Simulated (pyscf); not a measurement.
Single points on ωB97X-D3(BJ)/def2-SVP structures (PySCF, gas phase).

Estimate by transition-state theory the rate constant of H₃C–Ga(CH₃)–OH + methyl (CH₃•) -> ethane (H₃C–CH₃) + [H₃C–Ga–OH]• (doublet surface; C–Ga broken, C–C formed) at 600 K, with ωB97M-D3(BJ)/def2-TZVP energies (ideal gas, 1 atm, RRHO with modes under 100 cm⁻¹ raised to 100, one conformer, R ln 2 for chiral ones without a mode under 150 cm⁻¹; no tunnelling).

The electronic barrier is 31.5 kcal/mol and the thermal terms add +21.5, so ΔG‡ = 53.0 kcal/mol. With k_BT/h = 1.25e+13 s⁻¹ and RT = 1.192 kcal/mol, and a volume of 8.18e-20 cm³ per molecule at 1 atm, k = 5.0e-26 cm³ molecule⁻¹ s⁻¹. Wigner's tunnelling factor for 1133i cm⁻¹ would be 1.31. A shift of 1 kcal/mol in the barrier changes k by a factor 2.3. This is the saddle that the search found; another between the same sides may lie lower. The angle at the attacked C is 169°. Elements up to Kr have no core potential and no relativistic terms here.
